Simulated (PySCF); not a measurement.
Ligands exchanged one at a time, B F-SiH3. Gas-phase values, no solvent. Strings in code marks are SMILES.

Level of theory: PBE-D3(BJ)/def2-TZVP // B3LYP-D3(BJ)/def2-TZVP (PySCF). Delta-SCF ions had no search for a lower state. Excitations are Tamm–Dancoff values on a coarser integration grid. The basis has no diffuse functions, so Rydberg states are missing or too high.

```csv
species,S1 excitation (TDA) (eV),LUMO (eV),vertical ionisation energy (Delta-SCF) (eV),dipole moment (D),S1 oscillator strength
0 of 3 F replaced by SiH3 (`FB(F)F`),9.70,-0.39,14.42,0.00,0.000
1 of 3 F replaced by SiH3,6.30,-2.14,[?],0.84,0.039
2 of 3 F replaced by SiH3,3.45,-3.14,9.21,[?],0.000
3 of 3 F replaced by SiH3 (`[SiH3]B([SiH3])[SiH3]`),3.05,-4.06,–,[?],[?]
```

Question: Complete the blanks.

Answer: 
- 1 of 3 F replaced by SiH3, vertical ionisation energy (Delta-SCF) (eV): 11.17
- 2 of 3 F replaced by SiH3, dipole moment (D): 0.20
- 3 of 3 F replaced by SiH3 (`[SiH3]B([SiH3])[SiH3]`), dipole moment (D): 0.06
- 3 of 3 F replaced by SiH3 (`[SiH3]B([SiH3])[SiH3]`), S1 oscillator strength: 0.000
